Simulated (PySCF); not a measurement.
Stepwise substitution at one centre (Si F-Cl). Gas-phase values, no solvent. Strings in code marks are SMILES.

The numbers are results of ωB97X-D3(BJ)/def2-TZVP // PBE0-D3(BJ)/def2-TZVP in PySCF, not measurements. All candidates: neutral, multiplicity 1. Delta-SCF ions had no search for a lower state. 

```json
{
  "vertical ionisation energy (Delta-SCF)": "15.91 eV",
  "HOMO": "-15.40 eV",
  "HOMO–LUMO gap": "18.06 eV"
}
```

### Question
Identify which member has these values.
(A) `Cl[Si](Cl)(Cl)Cl`
(B) `F[Si](F)(F)F`
(C) `F[Si](Cl)(Cl)Cl`
(D) `F[Si](F)(Cl)Cl`

### Answer
B, `F[Si](F)(F)F`. The others give `Cl[Si](Cl)(Cl)Cl`: 12.14 eV, -12.03 eV, 13.74 eV; `F[Si](F)(Cl)Cl`: 12.67 eV, -12.42 eV, 14.81 eV; `F[Si](Cl)(Cl)Cl`: 12.29 eV, -12.11 eV, 14.13 eV
